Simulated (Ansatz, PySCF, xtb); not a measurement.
Noncovalent pair: CH5N (SMILES CN) (first 7 atoms) with CH4O (SMILES CO); geometry from S66by8 set.
(charge 0, multiplicity 1):
```tsv
atom	x (Å)	y (Å)	z (Å)
N	-1.7976	-0.4309	-0.5843
H	-0.8072	-0.6431	-0.6124
H	-2.2726	-1.3204	-0.5075
C	-2.0799	0.3709	0.6039
H	-3.1458	0.5852	0.6537
H	-1.7849	-0.0828	1.5559
H	-1.5671	1.3273	0.5195
O	1.6680	-0.4071	-0.5005
H	1.9500	-0.0371	-1.3404
C	2.0539	0.5045	0.5189
H	1.7307	0.0749	1.4620
H	3.1350	0.6436	0.5580
H	1.5754	1.4781	0.4038
```

Counterpoise-corrected where a basis set is named; no monomer relaxation. Rows marked so take none.

Frozen-core correlation. Rows in 6-311+G**, 6-31G* carry no dispersion term and start afresh at each structure (6-31G* with six Cartesian d functions).

Codes used: Ansatz (Gaussian basis) for Hartree–Fock, density functionals and correlated methods; PySCF for 6-311+G** rows, 6-31G* rows, the dispersion terms; xtb for the GFN methods. 

| level | interaction energy (kcal/mol) |
|---|---|
| GFN1-xTB | -2.20 |
| HF/6-31G* (no counterpoise) | -2.52 |
| r2SCAN-D3(BJ)/def2-TZVPPD | -2.64 |
| r2SCAN-D4/def2-TZVPPD | -2.60 |
| B3LYP/6-311+G** (no counterpoise) | -2.04 |
| B3LYP-D3(BJ)/def2-TZVPPD | -2.73 |
| B3LYP-D4/def2-TZVPPD | -2.70 |
| wB97M-V/def2-TZVPPD | -2.59 |
| SCS-MP2/aug-cc-pVDZ | [?] |

**Question.** Fill in the missing entries.

**Answer.** 
- SCS-MP2/aug-cc-pVDZ, interaction energy (kcal/mol): -2.14

Ansatz is a program for electronic structure.
